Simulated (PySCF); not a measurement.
## hexafluoroethane: bond dissociation enthalpies at several levels

Structure: `FC(F)(F)C(F)(F)F` (C2F6). Numbering: `[F:1][C:2]([F:3])([F:4])[C:5]([F:6])([F:7])[F:8]`

All levels share the PBE0-D3(BJ)/def2-SVP structures and the PBE0-D3(BJ)/def2-SVP thermal terms; only the single-point energies (PySCF) change. Values are bond dissociation enthalpies (298 K, kJ/mol).

| level | C2–C5 | F1–C2 | abs. error | time |
| --- | --- | --- | --- | --- |
| TPSS/pcseg-1 (grid 3, guess 1e, max cycle 100, fallback True) | 354 | 498 | 60.1 | 50 s |
| B3LYP/def2-TZVP (grid 2) | 362 | 496 | 52.6 | 36 s |
| r2SCAN-D3(BJ)/def2-TZVP | 371 | 509 | 42.7 | 93 s |
| M06-2X/def2-TZVP | 403 | 526 | 11.2 | – |
| ATcT 1.112 | 414 | n/a |  |  |

Times are wall times for all single points of a level on 1 thread of Intel Xeon Platinum 8259CL @ 2.50GHz, a shared host; the dash marks the run that also made the structures. TPSS, r2SCAN ran on a slower path of this set-up, which computes the density-fitting integrals anew in every SCF cycle while the other levels store them. So the times needn't show the usual order of cost, and those levels read slower than they are.

The widest spread is that of C2–C5: 49 kJ/mol, from 354 to 403.
